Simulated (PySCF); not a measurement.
# Other spins and charges of SiCl, doublet at one geometry

Geometry (PBE0/def2-TZVP stationary point for this spin):

```xyz
2

Si    0.0000    0.0000    0.0000
Cl    0.0000    0.0000    2.0671
```

Basis cc-pVDZ; PySCF 2.14.0. Only valence electrons are correlated (noble-gas cores frozen). Prefix R: restricted or restricted open-shell reference; prefix U: unrestricted.

Gaps are energies of the second state less the first, at fixed atoms, for a selection of the levels run; mean-field and cluster levels share one orbital occupation for each state, and full CI takes the lowest of the symmetries tried.

Removing an electron, to the singlet: 7.145 eV at RCCSDT.

| level | gap (eV) | error (meV) |
| --- | --- | --- |
| RHF | 7.100 | -45 |
| UHF | 7.221 | 76 |
| RMP2 | 7.163 | 18 |
| UMP2 | 7.148 | 3 |
| RCCSD | 7.205 | 60 |
| UCCSD | 7.208 | 63 |
| RCCSD(T) | 7.150 | 5 |
| UCCSD(T) | 7.150 | 5 |
| UCCSDT | 7.146 | 1 |
| PBE | 7.420 | 275 |
| r2SCAN | 7.614 | 469 |
| PBE0 | 7.587 | 442 |
| B3LYP | 7.481 | 336 |
| wB97M-V | 7.245 | 100 |
| B2PLYP | 7.312 | 167 |

Task: PBE gives 3.034 eV for quartet less doublet. Estimate what RCCSDT gives in cc-pVDZ.

Result: RCCSDT in cc-pVDZ gives 2.916 eV, so against it PBE is off by 0.118 eV, of which a good part can be the reference's own basis and frozen-core error.

```csv
level,gap (eV),error (meV)
UHF,2.108,-808
RMP2,2.731,-185
UMP2,2.710,-206
UCCSD,2.886,-30
RCCSD(T),2.914,-2
UCCSD(T),2.914,-2
r2SCAN,2.725,-191
B3LYP,3.254,338
wB97M-V,3.415,499
```

In so small a basis the reference is far from its limit while semilocal and hybrid functionals are nearer theirs (RPA and double hybrids share part of the reference's basis error), so the functionals' errors here hold much of the reference's basis and frozen-core error, which can add to them or hide them.

Full CI isn't at hand for all of this; RCCSDT serves as the reference. It lacks quadruple excitations, which often exceed the step from CCSD(T) to CCSDT. The frozen core follows each run's orbitals, which can shift R against U totals by a few meV.
